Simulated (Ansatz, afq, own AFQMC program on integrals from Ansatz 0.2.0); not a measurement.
HfH, doublet: AFQMC among the cluster methods

```xyz
2

Hf    0.0000    0.0000    0.0000
H     0.0000    0.0000    2.8650
```

Basis def2-TZVP with its core potentials. Only valence electrons are correlated. Ansatz 0.2.0 and our own AFQMC program on the same integrals; the CISD trial comes from CCSD amplitudes, and released means the phaseless constraint is let go. Error bars are statistical, one sigma. No spin–orbit coupling. The metal's outer-core s and p shells are frozen, which shifts wave-function levels against functionals.

Determinant: ROHF, the one that the program's search chose, which needn't be the lowest solution. The geometry is a point of a scan.

Full CI on the same integrals is exact in this basis and with this determinant's frozen core.

Cautions: no spin-orbit coupling; outer-core shells of the metal frozen; a spin-contaminated unrestricted determinant lies lower (UHF 575 meV lower, ⟨S²⟩ 1.66); strong correlation (T1 0.087, weight of the determinant 0.79, largest double 0.11); the released energies are still falling, so no released level is given (meV from the phaseless value at times in 1/Eh: -14 ± 3 at 0.60, -24 ± 3 at 1.20, -38 ± 5 at 2.00, -48 ± 6 at 3.00, -64 ± 10 at 4.20); the ph-AFQMC/CISD walk drifts between its halves (2.6 errors).

The T1 diagnostic is 0.0871 and the weight of the determinant in the CISD state is 0.788. The size of the correlated space is 5 electrons in 42 orbitals.

Reference: full CI, correlation energy -2.678 eV. The cautions show a poor starting determinant, so the rows tell how each method copes with it here, and full CI is the sure value.

| level | E − E(reference) (meV) | share of correlation (%) |
| --- | --- | --- |
| HF | 2677.9 | 0.00 |
| MP2 | 1012.0 | 62.21 |
| CCSD | 188.2 | 92.97 |
| CCSD(T) | 68.4 | 97.44 |
| CCSDT | 9.0 | 99.66 |
| CCSDT(Q) | 1.5 | 99.95 |
| CCSDTQ | 0.2 | 99.99 |
| ph-AFQMC/CISD | 89.0 ± 2.3 | 96.68 |

CCSDT and higher add their correlation energy to the determinant of the CCSD(T) run, since their own runs factorise the integrals more tightly (a shift of under 2 meV). A walk keeps the symmetry of its determinant, which the program's search chose and which needn't be the lowest solution, so a lower state of the same spin and another symmetry isn't excluded.
